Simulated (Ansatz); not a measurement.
Turn this script for the Python package of Ansatz (0.2.0) into the input file that the command-line program reads.

The script, `ch4os.py`:
```python
from pathlib import Path
import warnings

import ansatz as az
import numpy as np
from rdkit import Chem
from rdkit.Chem import AllChem


def main() -> None:
    warnings.simplefilter("ignore", az.DeckWarning)

    rd = Chem.AddHs(Chem.MolFromSmiles("OCS"))
    AllChem.EmbedMolecule(rd, randomSeed=812)
    AllChem.UFFOptimizeMolecule(rd)
    system = az.Crystal.molecule()
    for atom, xyz in zip(rd.GetAtoms(), rd.GetConformer().GetPositions()):
        system = system.atom(atom.GetSymbol(), xyz.round(5).tolist())

    calc = system.calculation().basis(gaussian="cc-pVTZ").functional("cam_b3lyp").forces().orbitals()
    result = calc.run(runs_dir="out")
    summary = result.report

    print(f"E = {summary['free_energy_ev']:.6f} eV = {summary['free_energy_ev'] / 27.211386246:.7f} Ha")
    print("converged:", summary["converged"], " doubts:", summary["published_state_doubts"] or "none")

    state = summary["mean_field"]["state"]
    print(f"mean field: {state['energy']['hartree']:.7f} Ha, <S^2> = {abs(state['spin_squared']):.4f}, stability: {state.get('stability', {}).get('kind')}")

    symbols = [site.symbol for site in system.cartesian_sites]
    forces = np.array(summary["forces_ev_ang"])
    print("largest force", round(float(np.linalg.norm(forces, axis=1).max()), 4), "eV/A, rms", round(float(np.sqrt((forces ** 2).mean())), 4))

    charges = summary["charge_distribution"]
    print("dipole moment", round(4.803205 * float(np.linalg.norm(charges["dipole_moment_e_ang"])), 3), "D")
    print("Mulliken:", [(s, round(q, 3)) for s, q in zip(symbols, charges["mulliken_charges_e"])])

    lines = Path(summary["orbitals_path"]).read_text().splitlines()
    field_of = lambda key: [line.split("=")[1].strip() for line in lines if line.startswith(key)]
    orbitals = [(27.211386 * float(e), s, float(n)) for e, s, n in zip(field_of("Ene="), field_of("Spin="), field_of("Occup="))]
    homo = max(e for e, _, n in orbitals if n > 0.5)
    lumo = min(e for e, _, n in orbitals if n < 0.5)
    for e, spin, n in sorted(orbitals):
        if homo - 15 < e < lumo + 5:
            print(f"{spin:6s} {e:10.3f} eV  occupation {n:.0f}")


if __name__ == "__main__":
    main()
```

Output of `python ch4os.py`:
```text
E = -13984.914728 eV = -513.9361369 Ha
converged: True  doubts: none
mean field: -513.9361369 Ha, <S^2> = 0.0000, stability: minimum
largest force 1.5251 eV/A, rms 0.676
dipole moment 0.9 D
Mulliken: [('O', -0.332), ('C', -0.01), ('S', -0.152), ('H', 0.22), ('H', 0.079), ('H', 0.107), ('H', 0.088)]
Alpha     -23.037 eV  occupation 2
Alpha     -19.521 eV  occupation 2
Alpha     -16.299 eV  occupation 2
Alpha     -14.382 eV  occupation 2
Alpha     -13.480 eV  occupation 2
Alpha     -12.405 eV  occupation 2
Alpha     -10.900 eV  occupation 2
Alpha      -9.646 eV  occupation 2
Alpha      -8.391 eV  occupation 2
Alpha       1.116 eV  occupation 0
Alpha       2.025 eV  occupation 0
Alpha       2.550 eV  occupation 0
Alpha       3.322 eV  occupation 0
Alpha       3.617 eV  occupation 0
Alpha       5.245 eV  occupation 0
```

`input.yaml`:
```yaml
crystal:
  periodic: [false, false, false]
  atoms:
    - { symbol: O, position_ang: [-0.94065, 0.60617, 0.52534] }
    - { symbol: C, position_ang: [-0.22946, -0.41778, -0.1109] }
    - { symbol: S, position_ang: [1.43113, 0.16568, -0.57011] }
    - { symbol: H, position_ang: [-1.15234, 1.27576, -0.17601] }
    - { symbol: H, position_ang: [-0.77001, -0.75985, -1.02091] }
    - { symbol: H, position_ang: [-0.13156, -1.27773, 0.58358] }
    - { symbol: H, position_ang: [1.79289, 0.40775, 0.76902] }
basis:
  gaussian:
    orbitals: cc-pVTZ
hamiltonian:
  xc: cam_b3lyp
output:
  orbitals: {}
  forces: true
```

Reading the output:
- Total energies depend on the basis set; only differences at equal settings carry meaning.
- The geometry is a force-field or estimated start, not a minimum of this method, and the basis set is short of its limit.
- Alpha marks a spatial orbital of a restricted run, filled by both spins.
- Levels such as HOMO and LUMO are orbital energies: with these approximate functionals they aren't the ionisation energy and electron affinity, and their gap isn't the fundamental gap.
- Finished in 3.3 s on 1 thread of Intel(R) Xeon(R) 6975P-C (Granite Rapids), with other jobs on the host, peak memory 0.39 GiB.

(Lines on the test bed's own set-up are left out of the output.)
